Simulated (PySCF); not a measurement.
Simulated outer-valence photoelectron spectrum of propargyl chloride, `C#CCCl`. Method used: EOM-IP-CCSD/aug-cc-pVDZ in PySCF, restricted Hartree–Fock reference, frozen core, non-relativistic, gas phase, PBE0-D3(BJ)/def2-SVP geometry.

Each root has a Gaussian of 0.6 eV full width with its one-hole share as area; cross sections and vibrations are left out, and the highest printed point is 100.

(ionisation energy (eV), intensity): (10.0, 1), (10.2, 5), (10.4, 23), (10.6, 63), (10.8, 99), (11.0, 95), (11.2, 85), (11.4, 100), (11.6, 96), (11.8, 55), (12.0, 17), (12.2, 3), (12.4, 0), (12.6, 0), (12.8, 0), (13.0, 0), (13.2, 0), (13.4, 0), (13.6, 0), (13.8, 0), (14.0, 0), (14.2, 1), (14.4, 6), (14.6, 23), (14.8, 44), (15.0, 47), (15.2, 27), (15.4, 9), (15.6, 4), (15.8, 15), (16.0, 48), (16.2, 87), (16.4, 90), (16.6, 52), (16.8, 17), (17.0, 3), (17.2, 0), (17.4, 1), (17.6, 4), (17.8, 17), (18.0, 39), (18.2, 48), (18.4, 32), (18.6, 11), (18.8, 2), (19.0, 0)

Question: Where are the maxima, and how many lines lie under the curve?

Answer: 5 maxima, at 10.9, 11.5, 14.9, 16.3 and 18.2 eV, from 8 lines. At this width some lines have no maximum of their own.

Question: List the lines with their holes.

Answer: 
| E (eV) | leading hole (HF orbital) | area | Koopmans (eV) |
| --- | --- | --- | --- |
| 10.79 | HOMO | 0.96 | 10.95 |
| 10.90 | HOMO-1 | 0.96 | 11.01 |
| 11.50 | HOMO-2 | 0.95 | 12.28 |
| 11.53 | HOMO-3 | 0.96 | 12.39 |
| 14.92 | HOMO-4 | 0.95 | 15.75 |
| 16.24 | HOMO-5 | 0.94 | 17.65 |
| 16.38 | HOMO-6 | 0.94 | 18.15 |
| 18.17 | HOMO-7 | 0.92 | 20.11 |

The widest gap, 3.39 eV, lies between 11.53 and 14.92 eV. Only orbitals with −ε under 21 eV, eight at most, were ionised, so the high end of the curve may lack lines.

The run took 16 min wall on an Arm Neoverse V1 with one thread, on a shared host, and the process peaked at 1.8 GiB of memory.
